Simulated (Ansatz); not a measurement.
```yaml
crystal:
  periodic: [false, false, false]
  atoms:
    - {symbol: Cl, position_ang: [-1.586229, -0.163818, -0.001336]}
    - {symbol: N, position_ang: [0.391483, 0.669384, 0.003036]}
    - {symbol: P, position_ang: [1.637487, -0.167308, -0.000068]}
    - {symbol: H, position_ang: [0.033789, 1.601436, 0.006904]}
basis:
  gaussian: {orbitals: def2-TZVP}
hamiltonian: {xc: pbe0}
relax: {f_tol: 0.004, max_steps: 80}
```

```sh
$ ansatz run in.yaml --threads 1 --pin off --events-out ev --progress --plain --max-ram 2176MiB
```

Steps of the relaxation (energy above the last step; positions in Å, forces in eV/Å):

```
4
step 1, 17.9 meV
Cl   -1.586   -0.164   -0.001   -0.145    0.117    0.000
N     0.391    0.669    0.003   -0.408   -0.188   -0.001
P     1.637   -0.167    0.000    0.703   -0.219   -0.001
H     0.034    1.601    0.007   -0.150    0.290    0.001
```

```
4
step 2, 1.8 meV
Cl   -1.612   -0.130   -0.001   -0.031   -0.014    0.000
N     0.398    0.646    0.003   -0.198    0.034    0.000
P     1.680   -0.149    0.000    0.187   -0.073    0.000
H     0.010    1.572    0.007    0.042    0.053    0.000
```

```
4
step 3, 1.3 meV
Cl   -1.616   -0.131   -0.001    0.002   -0.003    0.000
N     0.398    0.646    0.003   -0.098   -0.021    0.000
P     1.683   -0.149    0.000    0.051    0.002    0.000
H     0.012    1.573    0.007    0.044    0.022    0.000
```

```
4
step 6, 0.0 meV
Cl   -1.605   -0.133   -0.001   -0.001   -0.002    0.000
N     0.380    0.638    0.003    0.000    0.006    0.000
P     1.677   -0.145    0.000   -0.005    0.003    0.000
H     0.025    1.579    0.007    0.005   -0.008    0.000
```

```
4
step 8, 0.0 meV
Cl   -1.605   -0.134   -0.001    0.000    0.000    0.000
N     0.380    0.638    0.003    0.000    0.000    0.000
P     1.677   -0.145    0.000    0.000    0.000    0.000
H     0.025    1.580    0.007    0.000    0.000    0.000
```

Close pairs at the end: N2–H4 1.005 Å, N2–P3 1.515 Å, Cl1–N2 2.130 Å.

A stationary point of restricted PBE0 after 8 steps (its stability towards spin polarisation wasn't tested); no frequencies were run, so it isn't proven a minimum. 26 s on 1 thread of Arm Neoverse V2, shared host.
